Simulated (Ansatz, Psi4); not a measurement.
## The same job for Ansatz

This Psi4 1.11 job computes doublet [SiH2O2]+:

h2o2si.json:
```json
{
  "schema_name": "qcschema_input",
  "schema_version": 1,
  "molecule": {
    "schema_name": "qcschema_molecule",
    "schema_version": 2,
    "symbols": ["O", "Si", "O", "H", "H"],
    "geometry": [-2.72725274, -0.19955508, -0.51967468, -0.40062194, -1.49534028, 1.07279752, 1.95775627, 0.35432365, 0.12963521, -2.32795361, 1.22624328, -1.58000001, 3.59255834, -0.02475541, 0.8190073],
    "molecular_charge": 1,
    "molecular_multiplicity": 2,
    "fix_symmetry": "c1"
  },
  "driver": "energy",
  "model": {
    "method": "ccsd(t)",
    "basis": "aug-cc-pVDZ"
  },
  "keywords": {
    "reference": "uhf",
    "puream": true,
    "e_convergence": 1e-09,
    "d_convergence": 1e-08,
    "scf_type": "pk",
    "num_frozen_docc": 7,
    "maxiter": 100
  }
}
```

```bash
$ psi4 --qcschema h2o2si.json -n 1 --memory 2200MB
```

The shape is that of a PBE0-D4/def2-TZVP optimisation. This is one conformer, not always the lowest. That shape belongs to the parent species and isn't relaxed for this state.

It gives a total energy of -440.081610 Eh.

Question: Translate the job to Ansatz 0.2.0 as an input file of the program's own.

Answer: This input was run:

job.yaml:
```yaml
crystal:
  periodic: [false, false, false]
  atoms:
    - {symbol: O, position_ang: [-1.443200, -0.105600, -0.275000]}
    - {symbol: Si, position_ang: [-0.212000, -0.791300, 0.567700]}
    - {symbol: O, position_ang: [1.036000, 0.187500, 0.068600]}
    - {symbol: H, position_ang: [-1.231900, 0.648900, -0.836100]}
    - {symbol: H, position_ang: [1.901100, -0.013100, 0.433400]}
basis:
  gaussian:
    orbitals: aug-cc-pVDZ
total_charge: 1
magnetization:
  spin_polarized: true
  initial_magnetization: 1
correlation:
  method: ccsd_t
  frozen_orbitals: {H: 0, O: 1, Si: 5}
accuracy: high
scf:
  omitted_lower_state_checks: [cluster_reference, increment]
```

```bash
$ ansatz run job.yaml --threads 1 --pin off --max-ram 3480MiB --events-out events.jsonl --progress --plain --runs-dir runs
```

Its energy is -440.081610 Eh, the same as the first but for the last digit, at most.
